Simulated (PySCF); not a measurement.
Compound: CCl4.
Bonds: Cl1–C2, C2–Cl3, C2–Cl4, C2–Cl5.

Computed with PBE0-D3(BJ)/def2-SVP geometry optimisation, gas phase (PySCF).

Task: What internal coordinates does the optimisation give?

Result: 
| bond | length (pm) |
| --- | --- |
| Cl1–C2 and 3 like bonds | 176.9 |

Bonds in one row agree within 1 pm and their mean is given. A selection of angles:
| angle | degrees |
| --- | --- |
| Cl1–C2–Cl3 | 109.5 |

All 4 C–Cl bonds measure 1.769 to 1.770 Å.

Point group: Td (tolerance 0.08 Å). Stationary, but not proved a minimum.


Compound: C3FNS.
SMILES with atom numbers: `[N:1]#[C:2][C:3]([F:4])=[C:5]=[S:6]`

The calculation used PBE0-D3(BJ)/def2-SVP geometry optimisation, gas phase (PySCF).

Problem. What internal coordinates does the optimisation give?

Solution. 
```csv
bond,length (Å),order
N1≡C2,1.161,triple
C2–C3,1.419,single
C3–F4,1.335,single
C3=C5,1.334,double
C5=S6,1.545,double
```

Orders are formal, as drawn. A selection of angles:
```csv
angle,degrees
N1–C2–C3,179.7
C2–C3–F4,117.8
C2–C3–C5,121.0
F4–C3–C5,121.2
C3–C5–S6,178.8
```

The 6 heavy atoms lie in one plane (0.001 Å rms). The C–C distances run from 1.334 Å (C3=C5, drawn double) to 1.419 Å (C2–C3, drawn single), a spread of 0.085 Å.

Point group: Cs (tolerance 0.08 Å). Whether it is a minimum is left open (no frequencies).
